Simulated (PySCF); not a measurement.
C3H7FN (doublet state).
Numbering: `[NH:1][CH2:2][CH2:3][CH2:4][F:5]` (hydrogens: H6 on N1; H7, H8 on C2; H9, H10 on C3; H11, H12 on C4)

Structure used (GFN2-xTB), in Å, numbered top down from 1:
```
atom  x, y, z in Å
N1     1.5729   -1.2000   -0.1689
C2     1.0726   -0.1084    0.5330
C3    -0.0605    0.7050   -0.1035
C4    -1.3422   -0.1181   -0.1402
F5    -2.3453    0.5895   -0.7554
H6     1.3160   -1.1811   -1.1536
H7     0.7889   -0.4632    1.5370
H8     1.9293    0.5673    0.7240
H9     0.2109    0.9879   -1.1239
H10   -0.2375    1.6180    0.4676
H11   -1.2095   -1.0431   -0.7116
H12   -1.6944   -0.3546    0.8696
```

The hyperfine couplings belong to this conformer and change with its torsions.

Computed, not measured: UKS B3LYP, pcH-1 on C F H N, non-relativistic, mean-field spin-orbit, GIAO (PySCF 2.14.0). The structure is a single GFN2-xTB conformer in the gas phase; no vibrational or solvent corrections. The geometry wasn't refined by DFT: couplings that depend on bond lengths, twists or pyramidal angles can differ widely from those at the functional's own minimum. No stability test was run, so a lower SCF solution isn't excluded.

Task: Match the computed a_iso(13C) values -37.6, +2.7, -1.7 MHz with the sites C2; C3; C4.

Result: 
```csv
site,a_iso (MHz),ρ(0) (bohr⁻³),position,distance from N1 (Å),spin population,largest |T| (MHz)
C2,-37.6,-0.0335,1 bond from N1,1.39,-0.08,5.1
C3,+2.7,+0.0024,2 bonds from N1,2.51,+0.01,2.8
C4,-1.7,-0.0015,3 bonds from N1,3.11,0.00,1.3
```

Task: The isotropic 1H couplings, averaged over equivalent nuclei, are +162.4, -59.0, +2.1, -2.0 MHz. Assign them to H6; H7/H8; H9/H10; H11/H12.

Result: 
```json
{"site": "H6", "a_iso (MHz)": "-59.0", "ρ(0) (bohr⁻³)": "-0.0132", "position": "1 bond from N1", "distance from N1 (Å)": "1.02", "bound to": "N1", "spin population there": "+0.96", "largest |T| (MHz)": "61.1"}
{"site": "H7/H8", "a_iso (MHz)": "+162.4", "ρ(0) (bohr⁻³)": "+0.0363", "position": "2 bonds from N1", "distance from N1 (Å)": "2.01", "bound to": "C2", "spin population there": "-0.08", "largest |T| (MHz)": "11.1"}
{"site": "H9/H10", "a_iso (MHz)": "-2.0", "ρ(0) (bohr⁻³)": "-0.0005", "position": "3 bonds from N1", "distance from N1 (Å)": "3.08", "bound to": "C3", "spin population there": "+0.01", "largest |T| (MHz)": "5.1"}
{"site": "H11/H12", "a_iso (MHz)": "+2.1", "ρ(0) (bohr⁻³)": "+0.0005", "position": "4 bonds from N1", "distance from N1 (Å)": "3.19", "bound to": "C4", "spin population there": "0.00", "largest |T| (MHz)": "4.9"}
```

ρ(0) is the spin density at the nucleus and T the dipolar tensor; entries for several nuclei are means. The Mulliken spin populations are largest on N1 (+0.96), H8 (+0.10) and C2 (-0.08). N1 is the only atom above +0.15. The positive populations add up to 1.11 and the negative ones to -0.11, together 2S = 1.

β density exceeds α density at some nuclei, such as C2 (-0.0335), H6 (-0.0132) and C4 (-0.0015), spin density in bohr⁻³. In a single determinant that takes different orbitals for the two spins, that is spin polarisation.

Means are taken over nuclei equivalent by connectivity, which assumes that they swap fast. The 1H value of +162.4 MHz is a mean of couplings from 100.4 to 224.4 MHz in this one geometry, not an average over conformers.
